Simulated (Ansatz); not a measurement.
Species, as SMILES: [PH2] (PH2), doublet.
Atoms: P1, H2, H3. Bonds: P1-H2, P1-H3.

Basis-set convergence of the highest harmonic wavenumber at HF with Ansatz (a first-principles code). Each level at its own minimum, finite differences of forces, unscaled; the reference is a large set that could be run, not a limit. Cartesian d functions, on some or all atoms, in 6-31G*, 6-31G**, 6-311G**; all else is spherical. The program fits the integrals of some runs and decomposes those of others, by size. Core-valence sets carry the plain set on hydrogen. Open shells are unrestricted. No added dispersion term, no relativity. Reference: the value in def2-QZVPPD, 2515 cm⁻¹, itself unsure by roughly 1 cm⁻¹ (its mean distance from pcseg-3, def2-QZVPP, cc-pV(Q+d)Z). Deviations are taken from unrounded values.

| basis | functions | highest harmonic wavenumber (cm⁻¹) | minus reference (cm⁻¹) |
|---|---|---|---|
| STO-3G | 11 | 3032 | 518 |
| 3-21G | 17 | 2340 | -174 |
| 6-31G | 17 | 2383 | -131 |
| 6-31G* | 23 | 2579 | 65 |
| 6-31G** | 29 | 2550 | 36 |
| cc-pV(D+d)Z | 33 | 2515 | 1 |
| 6-311G** | 39 | 2527 | 13 |
| cc-pV(T+d)Z | 67 | 2508 | -7 |
| cc-pCVTZ | 87 | 2509 | -6 |
| cc-pV(Q+d)Z | 124 | 2514 | -1 |

The smallest set listed that lies within 20 cm⁻¹ of the reference with all its larger relatives (same family, alike in diffuse functions; a set with none counts only in the reference's own line) is cc-pV(D+d)Z (33 functions, 1 cm⁻¹ off). Inside, with no larger relative to test it: 6-311G**, cc-pCVTZ.
